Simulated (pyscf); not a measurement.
Optimised with ωB97X-D3(BJ)/def2-SVP in PySCF. Correlated levels are frozen-core, on RHF or UHF. ΔMP2 is the change of the MP2 total energy from the triple- to the quadruple-zeta basis.

SMILES: [C]=CC=N
```xyz
7

C      0.8516     1.4461    -2.3769
C      0.2702     1.1244    -1.2524
C     -0.6702     0.0265    -0.9111
N     -1.1821    -0.1999     0.2266
H      0.5956     1.8512    -0.4824
H     -0.9324    -0.6416    -1.7448
H     -0.8639     0.4865     0.9195
```
Charge 0, spin multiplicity 1.

How much does it cost (ΔH, 298 K, CCSD(T)/def2-TZVPP + ΔMP2(QZVPP)) to split :C=CH–CH=NH [singlet] at its C–C bond into •C≡CH + •HC=NH?

C–C to •C≡CH + •HC=NH: 3.35 eV. The radicals are drawn with the spin at the cut bond; how far it spreads was not checked. :C=CH–CH=NH [singlet] lies 3.41 eV over its isomer H₂C=CH–C≡N, and others may lie lower still (electronic energy, ωB97M-D3(BJ)). •HC=NH lies 0.35 eV over its isomer H₂C=N•, and others may lie lower still (electronic energy, ωB97M-D3(BJ)). The CCSD(T) − MP2 part came from Ansatz, without density fitting, on the same reference. An open-shell T1 diagnostic exceeds 0.045. A UHF reference is spin-contaminated (<S²> up to 1.15), which harms MP2 most. C₂H has a Π state close over its Σ ground state, and the state reached was not checked.
